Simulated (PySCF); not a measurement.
Compound: C2H3N.
Cartesian coordinates in Å at the PBE0-D3(BJ)/def2-TZVP level; atoms count from 1:
```
atom  x, y, z in Å
C1    -0.474   -0.077    0.053
C2     0.948    0.134   -0.123
N3     2.077    0.301   -0.262
H4    -1.032    0.502   -0.686
H5    -0.716   -1.133   -0.072
H6    -0.779    0.240    1.051
```

All values: wB97X-D/pcSseg-2 (PySCF, non-relativistic), on one gas-phase PBE0-D3(BJ)/def2-TZVP geometry that isn't relaxed in the solvent. The solvent is an IEF-PCM continuum (van der Waals radii × 1.2). The model holds no explicit solvent molecules, cavitation or dispersion.

Gas phase at wB97X-D/pcSseg-2: HOMO -11.41 eV, LUMO 1.95 eV, dipole 4.07 D.

Question: What does the continuum do to the energy, the frontier levels and the dipole at wB97X-D/pcSseg-2 in chloroform?

Answer: 
| solvent | ε | E(solvent) − E(gas) (kcal/mol) | polarisation term (kcal/mol) | distortion of the solute (kcal/mol) | HOMO (eV) | LUMO (eV) | dipole (D) |
| --- | --- | --- | --- | --- | --- | --- | --- |
| chloroform | 4.711 | -5.06 | -6.01 | 0.95 | -11.51 | 2.35 | 4.91 |

The polarisation term is half the interaction of the solute with the surface charges that it induces; the rest is the cost of distorting the solute's density. The sum is the electrostatic part of solvation alone.

Question: Which radius a makes the point-dipole formula ΔE = −[(ε − 1)/(2ε + 1)]·μ²/a³ give the value in chloroform, with the gas-phase dipole?

Answer: μ = 1.602 au and |ΔE| = 0.00807 Eh give a = 2.56 Å; the farthest nucleus lies 2.11 Å from the centroid of the nuclei. The formula assumes a rigid point dipole at the centre of a sphere.

Question: Give the dipole vector in the frame of the coordinates (D, pointing from negative to positive charge), gas and chloroform.

Answer: Gas (-4.00, -0.59, 0.49), solvent (-4.82, -0.71, 0.59). Its length changes by +21 % and its direction by less than 1°.

The pairwise dispersion term of wB97X-D wasn't added to the energies; at a given geometry it leaves orbitals and properties as they are.
